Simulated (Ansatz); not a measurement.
B₂F was relaxed with PBE0-D4 (def2-TZVP) in Ansatz in these states: charge +1 singlet, neutral quartet. The geometries follow in no particular order.

A:

```xyz
3

B    -0.280    0.095    0.037
B     1.712   -0.583   -0.218
F    -1.432    0.488    0.181
```

B:

Cartesian coordinates in Å:
```
B -0.0128 -0.0731 0.0228
B 0.2354 1.3554 -0.4213
F -0.2226 -1.2823 0.3985
```

Judge from the bond lengths which geometry belongs to which state (an estimate).

A is the charge +1 singlet (B1–B2 2.120 Å, B1–F3 1.225 Å); B is the neutral quartet (B1–B2 1.516 Å, B1–F3 1.283 Å).

A triplet lies near this restricted singlet, and broken spin symmetry wasn't tried. These are the stationary points nearest to one start from a short search; other shapes may lie lower in each state.
